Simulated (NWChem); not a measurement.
All runs are NWChem calculations. System: hydroxide (HO (-1)), charge -1, spin multiplicity 1, at a geometry optimised with PBE0/def2-SVP. Level: RHF/def2-SVPD.

Input file:

```
start mol
memory heap 200 mb stack 800 mb global 1000 mb
charge -1
geometry units angstroms nocenter noautoz
  O      0.000000     0.000000     0.108959
  H      0.000000     0.000000    -0.871672
  symmetry group C2v
end
basis spherical
  * library def2-svpd
end
scf
  rhf
  nopen 0
  maxiter 100
  thresh 1e-7
  semidirect memsize 60000000 filesize 0
end
task scf energy
```

Part of the output:

```
             Northwest Computational Chemistry Package (NWChem) 7.3.0
             --------------------------------------------------------

                                NWChem Input Module
                                -------------------

 Scaling coordinates for geometry "geometry" by  1.889725989
 (inverse scale =  0.529177249)

 Turning off AUTOSYM since
 SYMMETRY directive was detected!

                             Geometry "geometry" -> ""
                             -------------------------

 Output coordinates in angstroms (scale by  1.889725989 to convert to a.u.)

  No.       Tag          Charge          X              Y              Z
 ---- ---------------- ---------- -------------- -------------- --------------
    1 O                    8.0000     0.00000000     0.00000000     0.10895900
    2 H                    1.0000     0.00000000     0.00000000    -0.87167200

 Effective nuclear repulsion energy (a.u.)       4.3170346359

            Nuclear Dipole moment (a.u.)
            ----------------------------
        X                 Y               Z
 ---------------- ---------------- ----------------
     0.0000000000     0.0000000000     0.0000000000

      Symmetry information
      --------------------

 Group name             C2v
 Group number             16
 Group order               4
 No. of unique centers     2

      Symmetry unique atoms

     1    2


 Summary of "ao basis" -> "" (spherical)
 ------------------------------------------------------------------------------
       Tag                 Description            Shells   Functions and Types
 ---------------- ------------------------------  ------  ---------------------
 *                         def2-svpd                  on all atoms

 Summary of "ao basis" -> "ao basis" (spherical)
 ------------------------------------------------------------------------------
       Tag                 Description            Shells   Functions and Types
 ---------------- ------------------------------  ------  ---------------------
 O                         def2-svpd                 9       23   4s3p2d
 H                         def2-svpd                 4        8   2s2p

                                 NWChem SCF Module
                                 -----------------

  ao basis        = "ao basis"
  functions       =    31
  atoms           =     2
  closed shells   =     5
  open shells     =     0
  charge          =  -1.00
  wavefunction    = RHF
  use symmetry    = T
  symmetry adapt  = T

 Summary of "ao basis" -> "ao basis" (spherical)
 ------------------------------------------------------------------------------
       Tag                 Description            Shells   Functions and Types
 ---------------- ------------------------------  ------  ---------------------
 O                         def2-svpd                 9       23   4s3p2d
 H                         def2-svpd                 4        8   2s2p

      Symmetry analysis of basis
      --------------------------

        a1         15
        a2          2
        b1          7
        b2          7

 Forming initial guess at       0.1s

      Superposition of Atomic Density Guess
      -------------------------------------

 Sum of atomic energies:         -75.19356111

 Renormalizing density from       9.00 to     10

      Non-variational initial energy
      ------------------------------

 Total energy =     -79.786437
 1-e energy   =    -124.217105
 2-e energy   =      40.113634
 HOMO         =       0.195930
 LUMO         =       0.339165

      Symmetry analysis of molecular orbitals - initial
      -------------------------------------------------

 !! scf_movecs_sym_adapt:   18 vectors were symmetry contaminated

  Symmetry fudging

 !! scf_movecs_sym_adapt:   18 vectors were symmetry contaminated

  Numbering of irreducible representations:

     1 a1          2 a2          3 b1          4 b2

  Orbital symmetries:

     1 a1          2 a1          3 a1          4 b2          5 b1
     6 a1          7 a1          8 b1          9 b2         10 a1
    11 b2         12 b1         13 a1         14 a1         15 a2

 Starting SCF solution at       0.4s

 ----------------------------------------------
         Quadratically convergent ROHF

 Convergence threshold     :          1.000E-07
 Maximum no. of iterations :          100
 Final Fock-matrix accuracy:          1.000E-09
 ----------------------------------------------

              iter       energy          gnorm     gmax       time
             ----- ------------------- --------- --------- --------
                 1      -74.9518144160  2.61D+00  9.92D-01      0.4
                 2      -75.3020334444  4.28D-01  1.57D-01      0.4
                 3      -75.3237067093  2.80D-01  1.00D-01      0.4
                 4      -75.3273202364  5.60D-02  1.64D-02      0.4
                 5      -75.3276630540  2.57D-03  1.02D-03      0.5
                 6      -75.3276641454  2.87D-06  1.02D-06      0.5
                 7      -75.3276641454  4.12D-09  1.63D-09      0.5

       Final RHF  results
       ------------------

         Total SCF energy =    -75.327664145417
      One-electron energy =   -116.201072741898
      Two-electron energy =     36.556373960621
 Nuclear repulsion energy =      4.317034635860

        Time for solution =      0.2s

       Symmetry analysis of molecular orbitals - final
       -----------------------------------------------

  Numbering of irreducible representations:

     1 a1          2 a2          3 b1          4 b2

  Orbital symmetries:

     1 a1          2 a1          3 a1          4 b2          5 b1
     6 a1          7 a1          8 b2          9 b1         10 a1
    11 b2         12 b1         13 a1         14 a1         15 a2

             Final eigenvalues
             -----------------

              1
    1  -20.1927
    2   -0.8799
    3   -0.2489
    4   -0.1113
    5   -0.1113
    6    0.3176
    7    0.4160
    8    0.4201
    9    0.4201
   10    0.5441
   11    0.5831
   12    0.5831
   13    0.7519
   14    0.8718
   15    0.8718

                       ROHF Final Molecular Orbital Analysis
                       -------------------------------------

 Vector    3  Occ=2.000000D+00  E=-2.489026D-01  Symmetry=a1
              MO Center=  6.8D-17,  1.9D-16, -1.6D-02, r^2= 9.1D-01
   Bfn.  Coefficient  Atom+Function         Bfn.  Coefficient  Atom+Function
  ----- ------------  ---------------      ----- ------------  ---------------
     7      0.481350  1 O  pz                24     -0.383853  2 H  s
    10      0.264023  1 O  pz                 3      0.261804  1 O  s
     2      0.184871  1 O  s

 Vector    4  Occ=2.000000D+00  E=-1.113139D-01  Symmetry=b2
              MO Center=  4.8D-33,  1.6D-17,  7.0D-02, r^2= 9.2D-01
   Bfn.  Coefficient  Atom+Function         Bfn.  Coefficient  Atom+Function
  ----- ------------  ---------------      ----- ------------  ---------------
     6      0.587427  1 O  py                 9      0.438972  1 O  py
    12      0.193190  1 O  py

 Vector    5  Occ=2.000000D+00  E=-1.113139D-01  Symmetry=b1
              MO Center= -1.9D-17,  1.1D-33,  7.0D-02, r^2= 9.2D-01
   Bfn.  Coefficient  Atom+Function         Bfn.  Coefficient  Atom+Function
  ----- ------------  ---------------      ----- ------------  ---------------
     5      0.587427  1 O  px                 8      0.438972  1 O  px
    11      0.193190  1 O  px

 Vector    6  Occ=0.000000D+00  E= 3.176159D-01  Symmetry=a1
              MO Center= -1.8D-17,  9.5D-18, -1.4D+00, r^2= 5.1D+00
   Bfn.  Coefficient  Atom+Function         Bfn.  Coefficient  Atom+Function
  ----- ------------  ---------------      ----- ------------  ---------------
     4      3.035849  1 O  s                 25     -3.013217  2 H  s
    13     -1.349870  1 O  pz                31     -0.994332  2 H  pz
     3      0.533127  1 O  s                 10     -0.238515  1 O  pz
    21      0.163387  1 O  d  0               2     -0.155040  1 O  s

 Vector    7  Occ=0.000000D+00  E= 4.159672D-01  Symmetry=a1
              MO Center=  3.3D-18, -3.8D-19,  1.5D+00, r^2= 4.3D+00
   Bfn.  Coefficient  Atom+Function         Bfn.  Coefficient  Atom+Function
  ----- ------------  ---------------      ----- ------------  ---------------
    13      1.649987  1 O  pz                25      1.195659  2 H  s
    31     -0.615131  2 H  pz                 3     -0.351787  1 O  s
    21     -0.231760  1 O  d  0

 Vector    8  Occ=0.000000D+00  E= 4.201039D-01  Symmetry=b2
              MO Center=  8.5D-35,  9.1D-19,  5.1D-01, r^2= 6.5D+00
   Bfn.  Coefficient  Atom+Function         Bfn.  Coefficient  Atom+Function
  ----- ------------  ---------------      ----- ------------  ---------------
    12      1.679395  1 O  py                30     -0.904348  2 H  py
     9     -0.294974  1 O  py                20     -0.258277  1 O  d -1
     6     -0.197036  1 O  py

 center of mass
 --------------
 x =   0.00000000 y =   0.00000000 z =   0.09606006

 moments of inertia (a.u.)
 ------------------
           3.255794984268           0.000000000000           0.000000000000
           0.000000000000           3.255794984268           0.000000000000
           0.000000000000           0.000000000000           0.000000000000

  Mulliken analysis of the total density
  --------------------------------------

    Atom       Charge   Shell Charges
 -----------   ------   -------------------------------------------------------
    1 O    8     9.05   1.99  1.07  0.73  0.07  2.73  1.97  0.49  0.01 -0.00
    2 H    1     0.95   0.72  0.10  0.07  0.06

       Multipole analysis of the density wrt the origin
       ------------------------------------------------

     L   x y z        total         open         nuclear
     -   - - -        -----         ----         -------
     0   0 0 0     -1.000000      0.000000      9.000000

     1   1 0 0     -0.000000      0.000000      0.000000
     1   0 1 0     -0.000000      0.000000      0.000000
     1   0 0 1     -0.608882      0.000000      0.000000

     2   2 0 0     -7.460065      0.000000      0.000000
     2   1 1 0     -0.000000      0.000000      0.000000
     2   1 0 1      0.000000      0.000000      0.000000
     2   0 2 0     -7.460065      0.000000      0.000000
     2   0 1 1      0.000000      0.000000      0.000000
     2   0 0 2     -5.761952      0.000000      3.052505

 Task  times  cpu:        0.5s     wall:        0.5s

 Total times  cpu:        0.6s     wall:        0.6s
```
